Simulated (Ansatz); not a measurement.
## Worked example: correlation energy of SbH3, singlet

Geometry: a PBE0/def2-TZVP stationary point for this spin, not checked as a minimum.

```xyz
4

Sb    0.0001    0.0000   -0.0233
H     1.4065    0.0119    0.9449
H    -0.7203    1.2165    0.9342
H    -0.7001   -1.2277    0.9349
```

Basis def2-TZVPP with its core potentials; Ansatz 0.2.0. Correlated methods freeze the noble-gas cores and the filled d shells of p-block atoms, which leaves 8 electrons in 83 orbitals. Prefix R: restricted or restricted open-shell reference. No spin–orbit coupling is included; scalar relativity enters through the core potentials alone.

Full CI isn't at hand for all of this; RCCSDT(Q) serves as the reference, and is uncertain by about the last step of the cluster series.

Runs differ by some tens of microhartree through their thresholds, so steps under 0.03 kcal/mol mean nothing.

```json
{"level": "RHF", "total energy (hartree)": "-240.980461"}
{"level": "RMP2", "total energy (hartree)": "-241.120434"}
{"level": "RCCSD", "total energy (hartree)": "-241.148488"}
{"level": "RCCSD(T)", "total energy (hartree)": "-241.153417"}
{"level": "RCCSDT", "total energy (hartree)": "-241.154202"}
{"level": "RCCSDT(Q)", "total energy (hartree)": "-241.154387"}
```

Q: What is the correlation energy at RCCSDT(Q), and what share of it do RMP2 and RCCSD(T) recover?

A: E(corr) = -241.154387 − (-240.980461) = -0.173926 hartree = -4.733 eV. RMP2: -0.139973 / -0.173926 = 80.48 %. RCCSD(T): -0.172956 / -0.173926 = 99.44 %.

Q: By how many kcal/mol does RCCSD(T) miss RCCSDT(Q) (1 hartree = 627.509 kcal/mol), and which steps make up the rest?

A: -241.153417 − (-241.154387) = 0.000970 hartree = 0.61 kcal/mol. Steps: RCCSDT − RCCSD(T) = -0.49, RCCSDT(Q) − RCCSDT = -0.12 kcal/mol. That is within 1 kcal/mol of the reference in this basis, which itself misses far more of the correlation at the basis-set limit.
